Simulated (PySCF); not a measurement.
Species: the chloronium Ion, H2Cl (charge +1).
SMILES: `[ClH2+]`

Structure optimised with GFN2-xTB, isolated species.

Masses are those of the commonest isotopes; rigid-rotor values at the optimised geometry. 

Question: Give the principal moments of inertia and the rotational constants in cm⁻¹.

Answer: Ia = 1.35, Ib = 1.95, Ic = 3.30 u·Å²; 505379 MHz·u·Å²/I gives 374670, 259298 and 153243 MHz, that is A = 12.49763, B = 8.64925, C = 5.11164 cm⁻¹.

Question: What kind of rotor is it?

Answer: An asymmetric top; Ray's κ = -0.042.

Question: Give the coordinates in the principal-axis frame, origin at the centre of mass.

Answer: The sense of each axis is arbitrary; atoms in the order of the calculation.
```
atom  mass (u)   a (Å)   b (Å)  c (Å)
 Cl1    34.969   0.000  -0.046  0.000
  H2     1.008  -0.983   0.796  0.000
  H3     1.008   0.984   0.795  0.000
```

Question: Estimate the classical rotational partition function at 298.15 K.

Answer: Point group C2v, symmetry number σ = 2; q = (√π/σ)·√((kT/h)³/(ABC)), k/h = 20836.6 MHz/K: 112 at 298.15 K.

Not checked by GFN2-xTB frequencies. Zero-point vibration and centrifugal distortion are left out.

These are computed values.
